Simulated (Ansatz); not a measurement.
# C4H6O: basis-set convergence

One table from this session's results is given with a row withheld; the runs are named, their logs left out.

Method: one geometry, several basis sets; program: Ansatz 0.2.0, Gaussian basis.

Levels to be run: PBE0-D4/def2-SVP; ωB97M-V/def2-SVP; PBE0-D4/def2-QZVPP; ωB97M-V/def2-QZVPP; the functionals' def2-TZVPP values are taken from earlier runs.

### Structure used throughout

The geometry comes from an earlier relaxation with PBE0-D4 in a triple-zeta def2 set; it is a stationary point, not always the lowest conformer.

SMILES `C=CC(=C)O`, 11 atoms, charge 0, spin multiplicity 1.

Atoms are counted from 1 here; the program's logs count them from 0.

Bond lengths: C1–C2 1.331 Å, C1–H6 1.082 Å, C1–H7 1.086 Å, C2–C3 1.457 Å, C2–H8 1.085 Å, C3–C4 1.335 Å, C3–O5 1.357 Å, C4–H9 1.080 Å, C4–H10 1.082 Å, O5–H11 0.961 Å. Angles: C2–C1–H6 121.1°, C2–C1–H7 123.1°, H6–C1–H7 115.8°, C1–C2–C3 125.7°, C1–C2–H8 119.5°, C3–C2–H8 114.8°, C2–C3–C4 121.9°, C2–C3–O5 118.3°, C4–C3–O5 119.8°, C3–C4–H9 119.9°, C3–C4–H10 121.1°, H9–C4–H10 118.9°, C3–O5–H11 109.0°.

As a file:

```xyz
11
charge 0, multiplicity 1
C    -1.6729   -0.6487   -0.1643
C    -0.5739   -0.2762    0.4880
C     0.6402    0.2497   -0.1228
C     1.6389    0.7492    0.6094
O     0.7302    0.2518   -1.4765
H    -2.5316   -1.0417    0.3646
H    -1.7823   -0.5591   -1.2413
H    -0.5408   -0.3568    1.5695
H     1.5516    0.7866    1.6857
H     2.5334    1.1393    0.1430
H     0.0723   -0.3511   -1.8346
```

Set-up of the first run:

in.yaml reads:

```yaml
crystal:
  periodic: [false, false, false]
  atoms:
    - {symbol: C, position_ang: [-1.672923, -0.648680, -0.164289]}
    - {symbol: C, position_ang: [-0.573878, -0.276243, 0.487962]}
    - {symbol: C, position_ang: [0.640228, 0.249703, -0.122779]}
    - {symbol: C, position_ang: [1.638891, 0.749247, 0.609422]}
    - {symbol: O, position_ang: [0.730162, 0.251752, -1.476462]}
    - {symbol: H, position_ang: [-2.531556, -1.041747, 0.364580]}
    - {symbol: H, position_ang: [-1.782290, -0.559112, -1.241253]}
    - {symbol: H, position_ang: [-0.540821, -0.356805, 1.569517]}
    - {symbol: H, position_ang: [1.551598, 0.786627, 1.685654]}
    - {symbol: H, position_ang: [2.533449, 1.139318, 0.142978]}
    - {symbol: H, position_ang: [0.072341, -0.351061, -1.834630]}
basis:
  gaussian: {orbitals: def2-SVP}
hamiltonian: {xc: pbe0, dispersion: d4}
output: {orbitals: {seedname: orbitals}}
```

Started as:

```bash
$ ansatz run in.yaml --threads 4 --pin off --events-out ev --progress --plain --max-ram 10444MiB
```

Steps of the session up to this table: PBE0-D4 in def2-SVP; ωB97M-V in def2-SVP; PBE0-D4 in def2-QZVPP; ωB97M-V in def2-QZVPP.

One table of the session follows, with a row left open; its other results are not shown here.

It belongs to the step «Density functionals: the series». 

| functional | basis | HOMO (eV) |
| --- | --- | --- |
| PBE0-D4 | def2-SVP | ? |
| PBE0-D4 | def2-TZVPP | -6.56 |
| PBE0-D4 | def2-QZVPP | -6.59 |
| ωB97M-V | def2-SVP | -8.54 |
| ωB97M-V | def2-TZVPP | -8.68 |
| ωB97M-V | def2-QZVPP | -8.71 |

**Question.** Estimate the row for PBE0-D4, def2-SVP.

As computed: HOMO (eV): -6.43. In the column «HOMO (eV)» it is the highest.
